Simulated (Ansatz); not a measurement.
**Cost against result**

Saddle point of BNH₆S, singlet (BH₃S ([BH2][SH]) + NH₃ → BNH₄ ([BH2][NH2]) + H₂S; bonds formed: S2–H5; dative contacts that become bonds: B1–N6; bonds broken: B1–S2, H5–N6), PBE0-D4/def2-TZVP structure:

B1  (-0.695, 0.061, -0.385)
S2  (1.269, 0.138, -1.296)
H3  (-1.243, -0.760, -1.066)
H4  (-1.095, 1.191, -0.416)
H5  (1.067, -0.360, 0.106)
N6  (-0.181, -0.453, 0.957)
H7  (1.598, 1.371, -0.879)
H8  (-0.489, -1.372, 1.240)
H9  (-0.229, 0.183, 1.740)
(Å)

Barriers are electronic and count from the start structure reached by relaxing down the imaginary mode.

Program: Ansatz 0.2.0. Basis: as named in each row. Cores are frozen in the correlated methods. B3LYP uses VWN-RPA correlation. Extrapolation: Hartree–Fock as exp(−7.88 √X), correlation as X^−2.97.

Times are rough, for one single point on 2 threads of a shared host (Arm Neoverse V1).

The estimate by CCSD(T) at an estimated basis limit (MP2 extrapolated from triple and quadruple zeta, plus CCSD(T) − MP2 in triple zeta) is 1.379 eV.

```json
{"method": "SPW92", "basis": "def2-TZVPP", "time (s)": "1", "barrier (eV)": "1.016", "method less estimate": "-0.362"}
{"method": "PBE-D4", "basis": "def2-TZVPP", "time (s)": "2", "barrier (eV)": "1.104", "method less estimate": "-0.274"}
{"method": "BLYP-D4", "basis": "def2-TZVPP", "time (s)": "2", "barrier (eV)": "1.130", "method less estimate": "-0.249"}
{"method": "BHLYP-D4", "basis": "def2-TZVPP", "time (s)": "2", "barrier (eV)": "1.451", "method less estimate": "0.072"}
{"method": "PBE0-D4", "basis": "def2-TZVPP", "time (s)": "3", "barrier (eV)": "1.268", "method less estimate": "-0.111"}
{"method": "B3LYP-D4", "basis": "def2-TZVPP", "time (s)": "3", "barrier (eV)": "1.261", "method less estimate": "-0.117"}
{"method": "CAM-B3LYP-D4", "basis": "def2-TZVPP", "time (s)": "3", "barrier (eV)": "1.333", "method less estimate": "-0.046"}
{"method": "r2SCAN-D4", "basis": "def2-TZVPP", "time (s)": "4", "barrier (eV)": "1.210", "method less estimate": "-0.168"}
{"method": "RPA on PBE", "basis": "def2-TZVPP", "time (s)": "4", "barrier (eV)": "1.315", "method less estimate": "-0.064"}
{"method": "B2PLYP", "basis": "def2-TZVPP", "time (s)": "5", "barrier (eV)": "1.316", "method less estimate": "-0.062"}
{"method": "r2SCAN0-D4", "basis": "def2-TZVPP", "time (s)": "5", "barrier (eV)": "1.325", "method less estimate": "-0.053"}
{"method": "PBE-QIDH", "basis": "def2-TZVPP", "time (s)": "5", "barrier (eV)": "1.377", "method less estimate": "-0.002"}
{"method": "wB97X-V", "basis": "def2-TZVPP", "time (s)": "8", "barrier (eV)": "1.378", "method less estimate": "-0.001"}
{"method": "wB97M-V", "basis": "def2-TZVPP", "time (s)": "8", "barrier (eV)": "1.342", "method less estimate": "-0.036"}
{"method": "B97M-V", "basis": "def2-TZVPP", "time (s)": "9", "barrier (eV)": "1.357", "method less estimate": "-0.021"}
{"method": "MP2", "basis": "def2-QZVPP", "time (s)": "18", "barrier (eV)": "1.350", "method less estimate": "-0.028"}
{"method": "CCSD(T)", "basis": "def2-TZVPP", "time (s)": "43", "barrier (eV)": "1.378", "method less estimate": "-0.001"}
```

All methods are single points on the PBE0-D4 structures.

No T1 diagnostic of these runs exceeds 0.012.

Labels in which every atom is bracketed show which atoms are joined, not bond orders.
